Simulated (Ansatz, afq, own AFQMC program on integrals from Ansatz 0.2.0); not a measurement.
Two steps: Ansatz 0.2.0 writes the Fock matrix and Cholesky factors of the valence space, and afq projects on them the lowest state that overlaps trial and start.

```yaml
crystal:
  periodic: [false, false, false]
  atoms:
    - {symbol: Sn, position_ang: [0.000000, 0.000000, 0.000000]}
basis:
  gaussian: {orbitals: def2-TZVPP}
total_charge: 1
magnetization: {spin_polarized: true, initial_magnetization: 1}
correlation: {method: ccsd_t, electrons: outside_noble_gas, hamiltonian_folder: ham}
```

```sh
$ ansatz run in.yaml --threads 1 --pin off --events-out ev --progress --plain --max-ram 1382MiB
```

Options of the walk:

```
--method free --trial cisd --walkers 60 --time-step 0.03 --max-blocks 80 --target-error 0.00021 --factor-cut 1e-05 --seed 3037 --times 0,0.3,0.6,1.2,1.8,2.4,3.6,4.8,6 --taylor-order 8
```

Times are imaginary, in 1/Eh. The walk had a cap of 885 s. Filled inner d shells are frozen with the cores. Core potentials past Kr, no spin–orbit coupling.

```
orbitals 41  electrons 2 1  factors 303 of 315
reference energy -213.08803464 Eh
CCSD correlation -0.04401054 Eh in 9 cycles, weight of the determinant in the CISD state 0.9547
repeat  energy at the last time / Eh  error
    10  -213.132866  0.000085
    20  -213.132942  0.000059
    30  -213.132921  0.000045
time / (1/Eh)  energy / Eh  error  mean overlap
  0.00  -213.132045  0.000001  1.0481
  0.30  -213.132424  0.000017  1.0497
  0.60  -213.132633  0.000022  1.0426
  1.20  -213.132809  0.000031  1.0404
  1.80  -213.132854  0.000030  1.0439
  2.40  -213.132940  0.000024  1.0348
  3.60  -213.132933  0.000046  1.0207
  4.80  -213.132909  0.000049  1.0223
  6.00  -213.132919  0.000044  1.0315
energy -213.132919 +/- 0.000044 Eh
```

Q: Estimate how long the walk took on 1 thread of Arm Neoverse V1 (shared host).

A: 67 s of wall time.

The run passed its tests (error under three times the target), which doesn't prove that it has relaxed.

Against this walk (error 1.2 meV) on the same determinant: CCSD(T) 6.0 meV higher, full CI 0.1 meV higher (within the noise). The error is statistical, and a free projection of finite length keeps a remainder of its start.

Cautions: remainder of the start not in the error; no spin-orbit coupling; inner d shell frozen.

A walk keeps the symmetry of its determinant, which the program's search chose and which needn't be the lowest solution, so a lower state of the same spin and another symmetry isn't excluded.
